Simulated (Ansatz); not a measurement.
The same path of H4OSi (6 atoms, charge 0, multiplicity 1) was run 3 times with different band settings. Lost on the way: Si1–H4. Made: O2–H4.

Computed with RKS B3LYP-D4/def2-SVP in Ansatz.

Relaxed end points:

```xyz
6
Properties=species:S:1:pos:R:3
Si 0.301 -0.021 0.079
O 0.594 -0.114 1.720
H -0.170 -0.173 2.305
H 1.631 0.055 -0.575
H -0.500 1.189 -0.281
H -0.436 -1.218 -0.430
```

```xyz
6
Properties=species:S:1:pos:R:3
Si 0.028 0.193 -0.750
O 0.950 0.141 1.137
H 0.410 -0.304 1.807
H 1.797 -0.329 1.099
H -1.034 1.104 -0.128
H -0.731 -1.087 -0.346
```

Common settings: optimiser quadratic models (default); start path through a guess of the saddle point; force threshold 0.03 eV/Å; iteration limit 60; end points relaxed.

| run | movable images | climbing image | spring |
| --- | --- | --- | --- |
| 1 | 5 | yes | 5.0 eV/Å² |
| 2 | 5 | yes | 2.0 to 10.0 eV/Å², energy-weighted |
| 3 | 2 | no | 5.0 eV/Å² |

Q: What does each run give, and how far can it be trusted?

A: Run 1: converged after 19 iterations, highest image 3.282 eV above the first end. Beside the main top the profile has a ripple of under 15 meV (maxima at images 1, 4), which may be a very shallow well or noise. Neighbouring images differ by up to 2.1 eV, so the band resolves the path poorly. A vibrational analysis at the climbing image gives one clearly imaginary mode, 1470i cm⁻¹: a first-order saddle point.
Run 2: converged after 12 iterations, highest image 3.282 eV above the first end. Neighbouring images differ by up to 1.8 eV, so the band resolves the path poorly. Another band between the same ends (5 images) ends at a top of the same energy, where a vibrational analysis finds 1 clearly imaginary mode.
Run 3: converged after 13 iterations, highest image 2.349 eV above the first end. No image climbed, so the highest image needn't sit at the top of the path. So few images can step over the top or miss a turn of the path.
The orbitals stay closed-shell, which can raise the energy where a bond breaks towards radicals; this wasn't checked here.
